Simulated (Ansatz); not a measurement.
## How far each method lies from UCCSDT(Q) for [H···H···CH3], doublet

Geometry: a point of a hydrogen-transfer path between rigid fragments, not a stationary point.

```xyz
6

H    -2.0970    0.0000    0.0000
H    -1.2140    0.0000    0.0000
C     0.2220    0.0000    0.0000
H     0.2220   -1.0800    0.0000
H     0.2220    0.5400    0.9353
H     0.2220    0.5400   -0.9353
```

Basis cc-pVDZ; Ansatz 0.2.0. Only valence electrons are correlated (noble-gas cores frozen), which leaves 9 electrons in 38 orbitals. Prefix R: restricted or restricted open-shell reference; prefix U: unrestricted. Active spaces: valence = (9e, 9o) chosen from the atoms' valence shells; pair = (3e, 3o) about the gap.

Full CI isn't at hand for all of this; UCCSDT(Q) serves as the reference, and is uncertain by about the last step of the cluster series. The frozen core follows each run's orbitals, which can shift R against U totals by a few meV.

For open shells CISD is restricted-active-space CI with the open shells as a complete middle space.

* UHF ⟨S²⟩: 0.789
* T1 diagnostic (RCCSD): 0.0269
* largest doubles amplitude (RCCSD): 0.066
* T1 diagnostic (UCCSD): 0.0151

| level | E − E(UCCSDT(Q)) (mEh) | share of correlation (%) | wall time |
| --- | --- | --- | --- |
| RHF | 210.59 | 0.00 | – |
| UHF | 201.19 | 4.46 | – |
| RMP2 | 35.46 | 83.16 | – |
| UMP2 | 35.73 | 83.03 | – |
| CISD | 16.54 | 92.15 | 0.81 s |
| RCCSD | 4.99 | 97.63 | – |
| UCCSD | 4.85 | 97.70 | – |
| RCCSD(T) | 0.76 | 99.64 | 1.2 s |
| UCCSD(T) | 0.79 | 99.63 | 1.3 s |
| BCCD(T) | 0.77 | 99.63 | 0.63 s |
| RCCSDT | 0.19 | 99.91 | – |
| UCCSDT | 0.17 | 99.92 | – |
| RCCSDT(Q) | 0.02 | 99.99 | 9.5 s |
| CASSCF (pair space) | 186.03 | 11.66 | – |
| NEVPT2 (pair space) | 31.09 | 85.24 | 0.18 s |
| MRCISD (pair space) | 12.76 | 93.94 | – |
| MRCISD+Q (pair space) | 0.96 | 99.54 | 0.33 s |
| CASSCF (valence space) | 121.44 | 42.33 | – |
| NEVPT2 (valence space) | 29.02 | 86.22 | 1.7 s |
| NEVPT4(SD) (valence space) | 3.12 | 98.52 | 2.8 s |
| MRCISD (valence space) | 5.37 | 97.45 | – |
| MRCISD+Q (valence space) | 0.25 | 99.88 | 3.2 s |

The correlation energy at UCCSDT(Q), counted from RHF, is -5.730 eV. That run took 8.5 s on 1 thread of Intel Xeon 6975P-C, shared host.

Times hold each run's SCF and search for its determinant on a shared host, so for small cases they say little of a method's own cost; they ran on 1 thread of Intel Xeon 6975P-C.

Natural occupations of CASSCF (valence space) about the gap: 1.982 1.978 1.978 1.965 1.000 0.036 0.022 0.019 0.019; effectively unpaired electrons, Σ n²(2−n)², 1.02.
